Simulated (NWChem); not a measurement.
# N2H3 (hydrazinyl radical): levels of theory compared

Wanted: a comparison of 6 runs (UHF/STO-3G, UHF/3-21G, UB3LYP/6-31G*, UPBE/def2-TZVP, UPBE0/def2-TZVP) of N2H3 (hydrazinyl radical). 

Program for the calculation: NWChem 7.3.0.

4 further runs of the same task are left out: 4 set aside as unsound or not needed.

## (1) Starting point

The species is N2H3 (5 atoms), meant as a doublet with charge 0. As SMILES, `[NH]N`. The coordinates come from a PBE0-D4/def2-TZVP relaxation. This is one conformer, not always the lowest.

Bond lengths: N1–N2 1.338 Å, N1–H3 1.021 Å, N2–H4 1.008 Å, N2–H5 1.012 Å. Angles: N1–N2–H4 113.9°, N1–N2–H5 120.9°, N2–N1–H3 106.1°, H4–N2–H5 114.6°.

## (2) Energy and forces at UHF/STO-3G (run 1)

File mol.nw:

```
start mol
memory 2200 mb
charge 0

geometry units angstroms noautosym nocenter noautoz
  N    -0.187600   -0.818050    0.454040
  N    -0.128660    0.235610   -0.368450
  H     0.759840   -0.951450    0.811270
  H    -1.030950    0.592300   -0.640030
  H     0.587360    0.941580   -0.256830
end

basis spherical bse
  N library STO-3G
  H library STO-3G
end

scf
  doublet
  uhf
  thresh 1e-08
  maxiter 80
end

task scf gradient
```

The run is started by

```
$ nwchem mol.nw > mol.out
```

What it wrote:

```text
[...]
  functions       =    13
[...]
  wavefunction    = UHF
[...]
         Total SCF energy =   -109.144474843222
      One electron energy =   -221.655073308610
      Two electron energy =     75.782601121381
 Nuclear repulsion energy =     36.727997344007
                       Sz =      0.5000
                 Sz(Sz+1) =      0.7500
                      S^2 =      0.7553
[...]
                         UHF ENERGY GRADIENTS
    atom               coordinates                        gradient
                 x          y          z           x          y          z
   1 N      -0.354513  -1.545890   0.858011    0.043500   0.059710  -0.040169
   2 N      -0.243132   0.445238  -0.696270   -0.014328  -0.038739   0.052647
   3 H       1.435889  -1.797980   1.533078   -0.035818   0.000474  -0.009469
   4 H      -1.948213   1.119285  -1.209481    0.014433  -0.009138   0.001895
   5 H       1.109949   1.779328  -0.485338   -0.007787  -0.012307  -0.004904
[...]
```

Run time: 0.95 s. Hardware: 1 thread of Intel Xeon 6975P-C (Granite Rapids), shared host; peak memory 0.099 GiB.

## (3) Energy and forces at UHF/3-21G (run 2)

File geom.xyz:

```xyz
5

N     -0.187600    -0.818050     0.454040
N     -0.128660     0.235610    -0.368450
H      0.759840    -0.951450     0.811270
H     -1.030950     0.592300    -0.640030
H      0.587360     0.941580    -0.256830
```

File run.py:

```python
from ase.io import read
from ase.calculators.nwchem import NWChem

atoms = read('geom.xyz')

calc = NWChem(
    label='geom',
    theory='scf',
    memory='2200 mb',
    basis='3-21G',
    basispar='spherical bse',
    scf={'nopen': '1', 'uhf': None, 'thresh': '1e-08', 'maxiter': '80', 'print': 'low'},
)
atoms.calc = calc

forces = atoms.get_forces()
e = atoms.get_potential_energy()
print(f"E = {e:.6f} eV")
print("forces (eV/A):")
for s, f in zip(atoms.symbols, forces):
    print(f"{s:2s} {f[0]:10.5f} {f[1]:10.5f} {f[2]:10.5f}")
```

The run is started by

```
$ export ASE_NWCHEM_COMMAND="nwchem PREFIX.nwi > PREFIX.nwo"
$ python run.py
```

What it wrote:

```text
E = -2991.782037 eV
forces (eV/A):
N     0.13812   -1.95100    1.55475
N    -0.20852    2.74404   -1.55325
H    -0.06320   -0.19715    0.09081
H     0.43282   -0.22214    0.02155
H    -0.29923   -0.37374   -0.11385
```

The calculator wrote geom.nwi:

```
title "geom"

permanent_dir geom

scratch_dir geom

start geom

geometry units angstrom nocenter noautosym noautoz
  N  -1.8759999999999999e-01 -8.1805000000000005e-01 4.5404000000000000e-01
  N  -1.2866000000000000e-01 2.3561000000000001e-01 -3.6845000000000000e-01
  H  7.5983999999999996e-01 -9.5145000000000002e-01 8.1127000000000005e-01
  H  -1.0309500000000000e+00 5.9230000000000005e-01 -6.4002999999999999e-01
  H  5.8735999999999999e-01 9.4157999999999997e-01 -2.5683000000000000e-01
end

memory 2200 mb

basis spherical bse noprint
   * library 3-21G
end

scf
  nopen 1
  uhf
  thresh 1e-08
  maxiter 80
  print low
end

task scf gradient
```

geom.nwo:

```text
Northwest Computational Chemistry Package (NWChem) 7.3.0
             --------------------------------------------------------

           Job information
           ---------------

    nwchem branch   = 7.3.0
    use scalapack   = T
    input           = geom.nwi
    prefix          = geom.
    data base       = geom/geom.db
    status          = startup
    nproc           =        1

           Memory information
           ------------------

    heap     =     72089598 doubles =      550.0 Mbytes
    stack    =     72089595 doubles =      550.0 Mbytes
    global   =    144179200 doubles =     1100.0 Mbytes (distinct from heap & stack)
    total    =    288358393 doubles =     2200.0 Mbytes
    verify   = yes
    hardfail = no

           Directory information
           ---------------------

  0 permanent = geom
  0 scratch   = geom

                                NWChem Input Module
                                -------------------

                                       geom
                                       ----

[... 24 lines left out ...]
            Nuclear Dipole moment (a.u.)
[... 51 lines left out ...]
  charge          =   0.00
  wavefunction    = UHF
  input vectors   = atomic
  output vectors  = geom/geom.movecs
  use symmetry    = F
  symmetry adapt  = F

 Forming initial guess at       0.0s

 Starting SCF solution at       0.0s

       Final UHF  results
       ------------------

         Total SCF energy =   -109.945962861353
      One electron energy =   -221.986216130926
      Two electron energy =     75.312255925567
 Nuclear repulsion energy =     36.727997344007

                       Sz =      0.5000
                 Sz(Sz+1) =      0.7500
                      S^2 =      0.7579

        Time for solution =      0.2s

                              NWChem Gradients Module
                              -----------------------

                         UHF ENERGY GRADIENTS

    atom               coordinates                        gradient
                 x          y          z           x          y          z
   1 N      -0.354513  -1.545890   0.858011   -0.002686   0.037941  -0.030235
   2 N      -0.243132   0.445238  -0.696270    0.004055  -0.053363   0.030206
   3 H       1.435889  -1.797980   1.533078    0.001229   0.003834  -0.001766
   4 H      -1.948213   1.119285  -1.209481   -0.008417   0.004320  -0.000419
   5 H       1.109949   1.779328  -0.485338    0.005819   0.007268   0.002214

 Task  times  cpu:        0.3s     wall:        0.3s
 Total times  cpu:        0.3s     wall:        0.3s
```

It took 1.4 s on 1 thread of Intel Xeon 6975P-C (Granite Rapids), shared host; peak memory 0.099 GiB.

Run 3 isn't shown in full; the table further down has it.

## (4) Energy and forces at UB3LYP/6-31G(d) (spherical functions) (run 4)

File mymol.nw:

```
start mymol
memory total 2200 mb
charge 0
geometry units angstroms noautosym nocenter noautoz
  N     -0.187600    -0.818050     0.454040
  N     -0.128660     0.235610    -0.368450
  H      0.759840    -0.951450     0.811270
  H     -1.030950     0.592300    -0.640030
  H      0.587360     0.941580    -0.256830
end
basis spherical bse
  * library 6-31G*
end
dft
  xc b3lyp
  mult 2
  grid xfine
  convergence energy 1e-08
  maxiter 100
  mulliken
end
task dft gradient
```

The run is started by

```
$ nwchem mymol.nw > mymol.out
```

What it wrote:

```text
[...]
          Wavefunction type:  spin polarized.
          No. of atoms     :     5
          No. of electrons :    17
[...]
          Charge           :     0
          Spin multiplicity:     2
[...]
          AO basis - number of functions:    34
[...]
              XC Information
              --------------
                         B3LYP Method XC Potential
                     Hartree-Fock (Exact) Exchange  0.200
                        Slater Exchange Functional  0.800 local
                    Becke 1988 Exchange Functional  0.720 non-local
              Lee-Yang-Parr Correlation Functional  0.810
                  VWN I RPA Correlation Functional  0.190 local
[...]
 d= 0,ls=0.0,diis     1   -111.1851138732 -1.48D+02  8.85D-03  6.64D-02     1.1
[...]
 d= 0,ls=0.0,diis    11   -111.2200233398 -6.19D-09  6.94D-07  5.90D-10    10.9
[...]
         Total DFT energy =     -111.220023339842
      One electron energy =     -223.026335468905
           Coulomb energy =       90.008304579248
    Exchange-Corr. energy =      -14.929989794192
 Nuclear repulsion energy =       36.727997344007
[...]
      Total Density - Mulliken Population Analysis
     ---------------------------------------------
    Atom       Charge   Shell Charges
 -----------   ------   -------------------------------------------------------
    1 N    7     7.41   2.00  0.83  2.32  0.93  1.28  0.04
    2 N    7     7.53   2.00  0.78  2.53  0.76  1.42  0.05
    3 H    1     0.72   0.52  0.19
    4 H    1     0.66   0.51  0.15
    5 H    1     0.68   0.51  0.17
[...]
      <S2> =      0.7532 (Exact =     0.7500)
[...]
  wavefunction    = open shell
                         DFT ENERGY GRADIENTS
    atom               coordinates                        gradient
                 x          y          z           x          y          z
   1 N      -0.354513  -1.545890   0.858011    0.007223   0.011255  -0.008070
   2 N      -0.243132   0.445238  -0.696270   -0.003942  -0.003867   0.009269
   3 H       1.435889  -1.797980   1.533078   -0.004842   0.000304  -0.001113
   4 H      -1.948213   1.119285  -1.209481    0.004098  -0.002291   0.000366
   5 H       1.109949   1.779328  -0.485338   -0.002538  -0.005401  -0.000452
[...]
```

It took 13 s on 1 thread of Intel Xeon 6975P-C (Granite Rapids), shared host; peak memory 0.12 GiB.

Run 5 isn't shown in full; the table further down has it.

## (5) Energy and forces at UPBE0/def2-TZVP (run 6)

File run.py:

```python
from ase import Atoms
from ase.calculators.nwchem import NWChem

atoms = Atoms(['N', 'N', 'H', 'H', 'H'], positions=[
    [-0.187600, -0.818050, 0.454040],
    [-0.128660, 0.235610, -0.368450],
    [0.759840, -0.951450, 0.811270],
    [-1.030950, 0.592300, -0.640030],
    [0.587360, 0.941580, -0.256830],
])

calc = NWChem(
    label='h3n2',
    theory='dft',
    memory='2200 mb',
    basis='def2-TZVP',
    basispar='spherical bse',
    dft={'xc': 'pbe0', 'mult': '2', 'grid': 'xfine', 'convergence': 'energy 1e-08', 'iterations': '100', 'mulliken': None},
)
atoms.calc = calc

forces = atoms.get_forces()
print(f"energy = {atoms.get_potential_energy():.6f} eV")
print("forces (eV/A):")
for s, f in zip(atoms.symbols, forces):
    print(f"{s:2s} {f[0]:10.5f} {f[1]:10.5f} {f[2]:10.5f}")
```

The run is started by

```
$ export ASE_NWCHEM_COMMAND="nwchem PREFIX.nwi > PREFIX.nwo"
$ python run.py
```

What it wrote:

```text
energy = -3024.544575 eV
forces (eV/A):
N     0.00072   -0.00057    0.00072
N    -0.00005    0.00154   -0.00062
H    -0.00087    0.00005   -0.00036
H     0.00057   -0.00057    0.00026
H    -0.00031   -0.00041   -0.00005
```

The calculator wrote h3n2.nwi:

```
title "h3n2"

permanent_dir h3n2

scratch_dir h3n2

start h3n2

geometry units angstrom nocenter noautosym noautoz
  N  -1.8759999999999999e-01 -8.1805000000000005e-01 4.5404000000000000e-01
  N  -1.2866000000000000e-01 2.3561000000000001e-01 -3.6845000000000000e-01
  H  7.5983999999999996e-01 -9.5145000000000002e-01 8.1127000000000005e-01
  H  -1.0309500000000000e+00 5.9230000000000005e-01 -6.4002999999999999e-01
  H  5.8735999999999999e-01 9.4157999999999997e-01 -2.5683000000000000e-01
end

memory 2200 mb

basis spherical bse noprint
   * library def2-TZVP
end

dft
  xc pbe0
  mult 2
  grid xfine
  convergence energy 1e-08
  iterations 100
  mulliken
end

task dft gradient
```

h3n2.nwo, cut to the lines that bear on the results:

```text
[...]
      One electron energy =     -222.985864234449
[... 2 lines left out ...]
 Nuclear repulsion energy =       36.727997344007
[... 1260 lines left out ...]
          Convergence on energy requested:  1.00D-08
[... 22 lines left out ...]
          Spatial weights used:  Erf1
[...]
  wavefunction    = open shell
                         DFT ENERGY GRADIENTS
    atom               coordinates                        gradient
                 x          y          z           x          y          z
   1 N      -0.354513  -1.545890   0.858011   -0.000014   0.000011  -0.000014
   2 N      -0.243132   0.445238  -0.696270    0.000001  -0.000030   0.000012
   3 H       1.435889  -1.797980   1.533078    0.000017  -0.000001   0.000007
   4 H      -1.948213   1.119285  -1.209481   -0.000011   0.000011  -0.000005
   5 H       1.109949   1.779328  -0.485338    0.000006   0.000008   0.000001
[...]
```

Wall time 43 s (1 thread of Intel Xeon 6975P-C (Granite Rapids), shared host); peak memory 0.14 GiB.

## (6) The series

| run | level | Cartesian functions | iteration cap | energy (Eh) | dipole moment (D) | HOMO energy (eV) | LUMO energy (eV) | wall time |
| --- | --- | --- | --- | --- | --- | --- | --- | --- |
| 1 | UHF/STO-3G | no | 80 | -109.144475 | 2.16 | -7.60 | 9.50 | 0.95 s |
| 2 | UHF/3-21G | no | 80 | -109.945963 | – | – | – | 1.4 s |
| 3 | UB3LYP/6-31G* (Cartesian functions) | yes | 100 | -111.222833 | – | – | – | 13 s |
| 4 | UB3LYP/6-31G* (spherical functions) | no | 100 | -111.220023 | 2.67 | -4.68 | -0.44 | 13 s |
| 5 | UPBE/def2-TZVP | no | 100 | -111.147376 | 2.68 | -3.76 | -2.02 | 43 s |
| 6 | UPBE0/def2-TZVP | no | 100 | -111.149964 | 2.66 | -5.43 | -0.62 | 43 s |

## (7) Summary of results

| quantity | value |
| --- | --- |
| run 6: total energy | -111.14996 Eh |
| run 6: dipole moment | 2.66 D |
| run 6: HOMO energy (highest over α and β) | -5.43 eV |
| run 6: LUMO energy (lowest over α and β) | -0.62 eV |
| run 6: ⟨S²⟩ | 0.755 |
| run 6: largest force on an atom | 0.002 eV/Å |

Over runs 1, 4, 5, 6 the dipole moment (its size) runs from 2.16 D (UHF/STO-3G) to 2.68 D (UPBE/def2-TZVP). The two ends differ in method and basis. Totals of different functionals can't be ranked against each other. In run 1 the basis is minimal, so the values are rough. All runs together took 1.9 min, the longest 43 s.
